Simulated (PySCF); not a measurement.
Which basis set comes closest?

Molecule: `InChI=1S/C5H5P/c1-2-4-6-5-3-1/h1-5H`.

Mapped SMILES: `[cH:1]1[cH:2][cH:3][p:4][cH:5][cH:6]1`. Each H is labelled by its parent atom.

Geometry PBE0-D3(BJ)/def2-SVP throughout; GIAO in PySCF 2.14, gas phase, one conformer, non-relativistic; equivalent atoms averaged; functional PBE0.

Reference values (measured; solution, CHCl3; Yu. Yu. Rusakov, I. L. Rusakova, Phys. Chem. Chem. Phys. 2023, supporting information (pecS-n basis sets for 31P)): δ(P4) = 211.0 ppm vs 85 % H3PO4. Computed shifts are taken against H3PO4, calculated as an isolated molecule at each level.

How do the basis sets pcSseg-0, cc-pVDZ, aug-cc-pVDZ, cc-pVTZ, IGLO-III perform against the reference? Times are CPU seconds on 1 thread of an Arm Neoverse V1, shared host.

## Answers


```
  basis set  functions     P4  abs. error P  core-s
   pcSseg-0         68  202.4           8.6     4.6
    cc-pVDZ        113  214.7           3.7     8.6
aug-cc-pVDZ        187  198.4          12.6      17
    cc-pVTZ        254  207.0           4.0      26
   IGLO-III        269  217.3           6.3      27
```

For ³¹P the closest is cc-pVDZ (3.7 ppm) and the furthest aug-cc-pVDZ (12.6 ppm). Where a smaller basis beats a larger one, errors probably cancel. One molecule is a small sample, and vibrational and solvent effects are absent from the calculation.

A small basis that lands close on one nucleus may do so by chance; judge by the trend and by all nuclei.
